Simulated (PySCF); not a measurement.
Molecule: (CH3)2CHCHF2 (SMILES CC(C)C(F)F).

Geometry:
| atom | x (Å) | y (Å) | z (Å) |
| --- | --- | --- | --- |
| C1 | 0.219 | 1.346 | -0.564 |
| C2 | 0.327 | -0.131 | -0.206 |
| C3 | -0.875 | -0.937 | -0.683 |
| C4 | 0.528 | -0.297 | 1.286 |
| F5 | 0.700 | -1.603 | 1.601 |
| F6 | -0.560 | 0.143 | 1.966 |
| H7 | -0.673 | 1.793 | -0.100 |
| H8 | 1.099 | 1.915 | -0.223 |
| H9 | 0.138 | 1.477 | -1.652 |
| H10 | 1.241 | -0.545 | -0.667 |
| H11 | -0.987 | -0.854 | -1.774 |
| H12 | -1.799 | -0.567 | -0.215 |
| H13 | -0.765 | -2.000 | -0.427 |
| H14 | 1.406 | 0.262 | 1.660 |

Geometry PBE0-D3(BJ)/def2-SVP throughout; GIAO in PySCF, gas phase, one conformer, non-relativistic; equivalent atoms averaged; basis pcSseg-1.

For orientation, BP86 gives these absolute shieldings σ: C4 53.3, C2 142.5, C1/C3 163.8, F5/F6 305.8, H14 25.36, H10 29.66, H7/H8/H9/H11/H12/H13 30.27 ppm.

A run gave: C4 55.3, C2 142.5, C1/C3 163.2, F5/F6 317.6, H14 25.68, H10 29.85, H7/H8/H9/H11/H12/H13 30.36 ppm (absolute shieldings σ).

Task: Which functional was used in that run?
A. KT3
B. PBE
C. B3LYP
D. PBE0

Result: C. C4 tells them apart best: B3LYP gives 55.3, KT3 gives 62.6, PBE gives 53.6, PBE0 gives 62.8 ppm.
